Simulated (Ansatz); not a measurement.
Elastic constant C11 (GPa) of 32 elemental metals, computed with PBE in Ansatz (PAW) and with r²SCAN in Ansatz (plane waves, PAW). The set holds measured phases with no doubt noted on the run or the magnetic state but for the caveats below. 5 more of the class have both values but aren't in it, for one of these reasons: built or high-temperature cells, doubts on the run or the magnetic state, unlike cells, values of zero, layered or molecular crystals. Solids without a value at one level (not run, failed, or a magnetic order lost), or held back for tests, aren't counted.

Every twentieth of the way through the set, in order of the shift (worked out from unrounded values):

```
solid                        PBE  r²SCAN  shift (%)
--------------------------  ----  ------  ---------
double-hcp La               49.6    42.7      -13.8
bcc K                       3.97    3.88       -2.2
hcp Sc                       101    99.6       -1.1
hcp Y                       77.0    76.9       -0.1
fcc Sr                      14.7    14.7        0.0
bcc Na                      8.83    8.89       +0.7
fcc Ca                      22.4    22.9       +2.1
hcp Tc                       489     514       +5.2
hcp Re                       608     643       +5.7
fcc Pd                       199     213       +6.8
fcc Pb                      47.1    50.5       +7.2
hcp Os                       731     784       +7.3
fcc Pt                       306     329       +7.7
fcc Ir                       584     633       +8.4
bcc Ba                      11.9    12.9       +8.9
fcc Au                       157     172       +9.7
body-centred tetragonal In  48.7    54.6      +12.0
hcp Mg                      64.3    72.2      +12.4
hcp Tl                      29.2    33.4      +14.3
hcp Zn                       177     222        +26
hcp Cd                      83.9     128        +53
```

The shift from PBE to r²SCAN has a median of +7.0 %, and eight in ten lie between -1.1 % and +14.3 %; r²SCAN is the larger in 26 of 32. Each level is at its own cell, so the shift holds the change of volume too.

Ansatz's runs of these crystals have no spin polarisation. Meta-GGA and hybrid levels favour moments, which can bear on fcc Pd, hcp Sc, fcc Pt, hcp Ti, hcp Y, fcc Rh.

Spin–orbit coupling is left out, also for the solids with elements from indium on (body-centred tetragonal In, fcc Pt, hcp Os, bcc Ba, double-hcp La, hcp Tl, fcc Ir, hcp Re, bcc Cs, fcc Pb and 1 more); its size isn't shown.

Each level is taken at its own relaxed cell. Ansatz's density-functional and Hartree–Fock values are scalar-relativistic unless marked +SOC, with PAW data made under PBE.

Ansatz is a first-principles code.
